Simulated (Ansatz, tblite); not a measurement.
Adding an electron: the cluster B₂H₂⁺. Total charge 1; doublet. Geometry: r2SCAN-D4/def2-TZVP. Ansatz, gas phase; energy differences of separate SCF runs; the reduced species is a triplet (the singlet lies 1.05 eV higher at PBE0-D4/def2-TZVP).

```xyz
4

B    -0.2971   -0.5057    0.5527
B     0.2968    0.5035   -0.5548
H     0.7298    1.2400   -1.3587
H    -0.7295   -1.2378    1.3608
```

The xTB rows come from tblite. The structure comes from a short search, and lower isomers may exist.

| level | −HOMO (eV) | −LUMO (eV) | vertical EA (eV) | HOMO–LUMO gap (eV) |
| --- | --- | --- | --- | --- |
| GFN1-xTB | – | – | 13.33 | – |
| GFN2-xTB | – | – | 13.12 | – |
| PBE0-D4/def2-TZVP | 14.28 | 11.49 | 9.04 | 2.79 |

Task: Estimate the rows for PBE-D4/def2-TZVP, r2SCAN-D4/def2-TZVP.

Result: 
```tsv
level	−HOMO (eV)	−LUMO (eV)	vertical EA (eV)	HOMO–LUMO gap (eV)
PBE-D4/def2-TZVP	13.24	12.70	9.14	0.54
r2SCAN-D4/def2-TZVP	13.54	12.28	9.11	1.25
```

  HOMO and LUMO are the levels of the spin that leaves or enters (xTB has no such levels and no spin-polarisation term). Other spin states of the ions may lie lower, which would lower the ionisation energy or raise the affinity. Raw xTB energy differences between charge states are shifted by several eV; the methods need an empirical correction for them.
